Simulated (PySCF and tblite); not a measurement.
The numbers below are computed, except where a source is named.
Planar inversion: stationary points, barriers and rates

System: C₃H₄FN, numbered as in [H]/[N:5]=[CH:4]\[C:2](=[CH2:1])[F:3].

Motion: planar inversion at N5 (torsion C2–C4–N5–H from 0° to 180°). The path came from a restrained scan, a climbing-image band and a saddle search at GFN2-xTB; energies are PBE0/pcSseg-2 + D3(BJ)//PBE0-D3(BJ)/def2-SVP, thermal terms GFN2-xTB. Rate constants are transition-state-theory values, counting equivalent paths, without tunnelling. Shieldings: GIAO at the same DFT level; methyl-like tops are averaged, other torsions stay as in the two minima; line shapes leave out couplings. (PySCF 2.14 with density fitting, tblite 0.8.)

| point | symmetry | E(GFN2) kcal/mol | E(DFT) kcal/mol | ZPE change kcal/mol | lowest mode cm⁻¹ | dipole D |
| --- | --- | --- | --- | --- | --- | --- |
| start | Cs | 0.0 | 0.0 | 0.00 | 96 | 1.97 |
| saddle | Cs | 21.9 | 25.0 | -1.90 | 1120i | 1.63 |
| end | Cs | 0.4 | -1.5 | -0.08 | 130 | 0.92 |

```json
{
 "Electronic barrier": "25.0 kcal/mol",
 "Barrier with zero-point energy": "23.1 kcal/mol",
 "ΔH‡ (298 K)": "23.2 kcal/mol",
 "ΔS‡ (298 K, symmetry apart)": "0.5 cal/(mol K)",
 "Paths": "1 equivalent path",
 "End point": "a different minimum",
 "Mean lifetime of the start against this motion at 298 K": "3.8 h",
 "Cost": "110 s on 1 thread of Intel Xeon Platinum 8488C, shared host (rough), peak memory 0.82 GiB, launched as `OMP_NUM_THREADS=1 python ens_run.py task.json out`"
}
```

```csv
T/K,ΔG‡ kcal/mol,k s⁻¹,ΔG kcal/mol,k back s⁻¹
298,23.1,7.3×10⁻⁵,-1.5,5.6×10⁻⁶
350,23.1,0.029,-1.5,0.0033
400,23.0,2.2,-1.5,0.33
500,22.9,987,-1.5,213
```

ΔG and ΔG‡ leave out symmetry numbers and mirror images; rates count paths: 1 out, 1 back.

Sites that the motion interchanges:

```csv
nucleus,site,ppm,scale
¹⁹F,F3 (start),-110.7,δ against CFCl3
¹⁹F,F3 (end),-112.4,δ against CFCl3
¹H,H on C1 [second of two] (start),5.17,δ against TMS
¹H,H on C1 [second of two] (end),6.17,δ against TMS
¹³C,C2 (start),171.8,δ against TMS
¹³C,C2 (end),175.4,δ against TMS
¹³C,C1 (start),98.8,δ against TMS
¹³C,C1 (end),101.7,δ against TMS
```

```
nucleus                                                            sites  ¹H MHz  spread Hz  coalescence K  k there s⁻¹
    ¹⁹F                                            F3 (start) / F3 (end)      80        123            474          256
    ¹⁹F                                            F3 (start) / F3 (end)     700       1080            517         2250
    ¹⁹F                                            F3 (start) / F3 (end)     800       1234            520         2570
     ¹H  H on C1 [second of two] (start) / H on C1 [second of two] (end)      80         80            466          164
     ¹H  H on C1 [second of two] (start) / H on C1 [second of two] (end)     700        699            508         1460
     ¹H  H on C1 [second of two] (start) / H on C1 [second of two] (end)     800        798            511         1670
    ¹³C                                            C2 (start) / C2 (end)      80         72            464          148
    ¹³C                                            C2 (start) / C2 (end)     700        627            506         1310
    ¹³C                                            C2 (start) / C2 (end)     800        717            509         1500
    ¹³C                                            C1 (start) / C1 (end)      80         60            461          124
    ¹³C                                            C1 (start) / C1 (end)     700        525            502         1100
    ¹³C                                            C1 (start) / C1 (end)     800        600            505         1250
```

In real samples N–H and O–H hydrogens exchange between molecules, which also interchanges these forms. Coalescence temperatures outside 150 to 500 K extrapolate the thermal terms and ignore freezing or boiling of a solvent.

Unscaled ¹⁹F and ¹⁵N shifts at such levels can be off by tens of ppm; differences are more reliable.
